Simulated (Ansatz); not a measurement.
# Bulk modulus of some cubic elemental metals

Method: r²SCANh (PAW; Ansatz, a first-principles code). References are measured values corrected to a static lattice. The table is a random draw of 8 from 22 solids with such references.

Values in GPa.

```
solid          reference  r²SCANh  error (%)
------  ----------------  -------  ---------
bcc W      312 (300–328)      333       +6.7
fcc Pb                47     43.6       -7.2
fcc Cu               144      154       +6.9
bcc Li  13.8 (13.1–13.9)     12.9       -6.5
fcc Ag     110 (104–111)     97.7      -11.2
fcc Au               182      152      -16.5
bcc Ta               198      205       +3.5
fcc Al  80.8 (77.1–82.0)     93.3      +15.5
```

Over these 8 solids the mean error is -1.1 %, the mean absolute error 9.3 % (median 7.1 %), and the worst case fcc Au at -16.5 %; the value is too high in 4 of 8 cases. Over all 22, from unrounded values, the mean error is -0.6 % and the mean absolute error 9.3 % (median 8.0 %).

All these references are brought to a static lattice.

Spin–orbit coupling is left out, also for the solids with elements from indium on (bcc W, fcc Pb, fcc Au, bcc Ta); its size isn't shown.

Exact exchange on metals is sensitive to the k mesh.

Brackets give the range of the sources taken for a reference, where it is wide; it can hold other temperatures.

Differences are worked out from the printed values.

Each level is taken at its own relaxed cell. Ansatz's density-functional and Hartree–Fock values are scalar-relativistic unless marked +SOC, with PAW data made under PBE.

Ansatz's runs of these crystals have no spin polarisation.

Not in this set, of the elemental metals with a reference value in our tables and a result at some level: 13 for no value at r²SCANh (not run, a failed fit, an unstable or unbound cell, or a value held back for tests); 6 for sources at odds; 3 for a reference at room or unstated temperature. These can be a level's best or worst cases. Solids without a released value at any level aren't counted. Layered and molecular crystals are counted apart. The metals Ce to Yb are counted apart.

References as tabulated in Levämäki et al. (2014), arXiv:1402.3671; Mejia-Rodriguez and Trickey (2018), arXiv:1807.09216; doi:10.1021/acs.jctc.3c00612.
